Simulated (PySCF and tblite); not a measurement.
Results of a calculation; reference values are marked as such.
C6H10, numbered as in [CH:1]#[C:2][CH2:3][CH2:4][CH2:5][CH3:6]. Geometries GFN2-xTB; weights from CAM-B3LYP-D3(BJ)/pcSseg-1 (IEF-PCM, chloroform) energies and GFN2-xTB thermal corrections, with symmetry numbers and mirror pairs. Conformers within 3 kcal/mol (GFN2-xTB free energy) were kept, 10 at most. GIAO shieldings: CAM-B3LYP/pcSseg-1 (IEF-PCM, chloroform). Shifts are against TMS (¹H), TMS (¹³C) at the same level. Run with PySCF (density fitting) and tblite.

Torsions listed: C2–C3–C4–C5, C3–C4–C5–C6. Of a mirror pair one member is shown.

```
conformer        shape  point group  mirror pair  ΔE(DFT)  Δ(G−E) at 250 K  δ H5 (ppm)
        1   180°, 180°           Cs           no     0.00             0.00        1.30
        2   65°, -179°           C1          yes     0.08             0.11        1.55
        3     60°, 67°           C1          yes     0.40             0.22        1.69
        4  -175°, -66°           C1          yes     0.55             0.12        1.46
        5    -81°, 67°           C1          yes     1.96             0.28        1.57
```

Energies in kcal/mol; the thermal term leaves out symmetry numbers and mirror images.

**Question.** Work out the weights at 250 K and the ¹H shift of H5 under fast exchange.

**Answer.** RT = 0.497 kcal/mol. Each conformer gets RT ln(σ/g), with σ the rotational symmetry number and g = 2 for a mirror pair: 1: σ = 1, g = 1, G = 0.00 + 0.00 + 0.00 = 0.00, 0.16 above the lowest, exp(−ΔG/RT) = 0.730; 2: σ = 1, g = 2, G = 0.08 + 0.11 − 0.34 = -0.16, 0.00 above the lowest, exp(−ΔG/RT) = 1.000; 3: σ = 1, g = 2, G = 0.40 + 0.22 − 0.34 = 0.27, 0.43 above the lowest, exp(−ΔG/RT) = 0.424; 4: σ = 1, g = 2, G = 0.55 + 0.12 − 0.34 = 0.33, 0.49 above the lowest, exp(−ΔG/RT) = 0.374; 5: σ = 1, g = 2, G = 1.96 + 0.28 − 0.34 = 1.90, 2.06 above the lowest, exp(−ΔG/RT) = 0.016. The sum is 2.543, so the weights are 28.7, 39.3, 16.7, 14.7, 0.6 %. The averaged shift is 1.48 ppm. At 298.15 K it is 1.49 ppm. At 298.15 K the leading conformer alone gives 1.55 ppm and bare DFT energies give 1.47 ppm.
